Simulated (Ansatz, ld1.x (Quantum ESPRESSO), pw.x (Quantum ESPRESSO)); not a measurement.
## hafnium: one change to the TM potential, in the atom and in the diamond crystal

* Element: hafnium (Hf)
* Generator: ld1.x (Quantum ESPRESSO) 7.5
* Type: norm-conserving Troullier–Martins (Kleinman–Bylander form)
* Functional: PBEsol
* Relativity: scalar-relativistic
* Frozen core: [Xe] 4f14
* Valence charge: 4
* Reference configuration: 5d3 6s1 6p0
* Partial waves: 6s (bound): rc 3.05 bohr; 6p (bound, empty): rc 3.15 bohr; 5d (bound): rc 2.25 bohr; 5f channel at 0.05 Ry: rc 2.70 bohr
* Local potential: all-electron potential smoothed inside 3.00 bohr (lloc = -1)
* Core correction: none

Change: wave 5d (bound): rc 2.25 bohr becomes 5d (bound): rc 3.46 bohr.

Cutoffs, loose and tight: the cutoffs (Ry, on a coarse ladder) from which the occupation-weighted sum of valence levels, in a spherical-Bessel basis at the reference potential, stays within 10 and 1 mRy of its value at 400 Ry. They do not see the model core or the augmentation charge, which bear on the density cutoff. Test errors are all-electron minus pseudo excitation energies from the reference, over the configurations 5d2 6s2 6p0; 5d2 6s1 6p0; 5d2 6s0 6p0; 5d2 6s1.5 6p0; 5d1 6s2 6p0; 5d2 6s1 6p1; 5d2.5 6s1.5 6p0; variants that change the core or the reference have their own tests.

Crystal test: diamond Hf in pw.x 7.5, no spin, 8³ k-points, Fermi–Dirac smearing 0.01 Ry, cutoffs set for each file from its atomic test. The reference is all-electron LAPW (Ansatz 0.2.0) with the same functional, mesh and smearing; V0 and B0 come from Birch–Murnaghan fits to the pressures at five volumes. Errors are pseudo minus all-electron; Δ is the rms difference of the E(V) curves that follow from these fits, minima aligned, over ±6 % about the mean V0. Mesh and smearing are coarse, so the numbers serve the comparison and aren't converged zero-temperature values; the lattice is a test structure that the element need not adopt.

All-electron: a0 = 6.385 Å (V0 = 32.54 Å³/atom), B0 = 29.5 GPa.

**Question.** Does the change bring the crystal closer to the all-electron result?

**Answer.** The mean pressure error goes from -0.16 to +0.23 GPa, so the change moves the solid further from the all-electron pressures.

```csv
quantity,base,changed
outcome (atom),generated,generated
"cutoff, loose (atom)",25 Ry,15 Ry
"cutoff, tight (atom)",30 Ry,18 Ry
bound ghosts (atom),none,none
largest test error (meV) (atom),+97,+212
cutoffs in pw.x (Ry),40/160,35/140
a0 (Å),6.374,6.408
a0 error (%),-0.17,+0.35
B0 error (%),-14.1,-16.0
Δ (meV/atom),1.3,2.0
mean pressure error (GPa),-0.16,+0.23
```

Base: The largest radius (3.15 bohr) exceeds half the bond length (2.61 bohr), so the spheres overlap, which is one possible source of error among others. This is a poor potential for the solid. The logarithmic derivative shows an extra or strongly shifted pseudo pole above the reference energy (s near 1.37 Ry). Changed file: The largest radius (3.46 bohr) exceeds half the bond length (2.61 bohr), so the spheres overlap, which is one possible source of error among others. This is a poor potential for the solid. The logarithmic derivative shows an extra or strongly shifted pseudo pole above the reference energy (s near 1.18 Ry). The atomic cutoffs weigh occupied waves only.
